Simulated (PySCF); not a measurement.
Vibration and rotation of MgH⁻

RHF-CCSD(T) constants of MgH⁻, ¹Σ⁺ (singlet), closed shell (basis Mg aug-cc-pVDZ, H aug-cc-pVDZ; no relativity; PySCF 2.14; masses 23.9850 and 1.0078 u):

| Property | Result |
| --- | --- |
| ωe | 1089.4 cm⁻¹ |
| ωexe | 34.2 cm⁻¹ |
| Be | 4.9199 cm⁻¹ |
| αe | 0.211 cm⁻¹ |
| D (centrifugal) | 0.000401 cm⁻¹ |
| De to Mg + H⁻ | 1.45 eV |

Q: Give the vibrational terms G(v) and spacings up to v = 3.

A: G(v) = ωe(v+½) − ωexe(v+½)².

```csv
v,G(v) (cm⁻¹),G(v) − G(v−1),Bv (cm⁻¹)
0,536,,4.814
1,1557,1021,4.603
2,2510,953,4.392
3,3394,884,4.181
```

Q: How well does the Morse estimate ωe²/(4ωexe) reproduce De, and what is D0?

A: It gives 1.08 eV, 74 % of the computed De. D0 = De − G(0) = 1.45 − 0.07 = 1.38 eV.

Correlated steps freeze 1 core orbital. Correlated levels converge slowly with the basis: in double zeta they bind strong bonds too weakly, by up to about 1 eV, and carry superposition errors of some tenths. For an ion De counts to the pair picked by the measured ionisation energies or electron affinities, which need not be the lowest pair at this level.
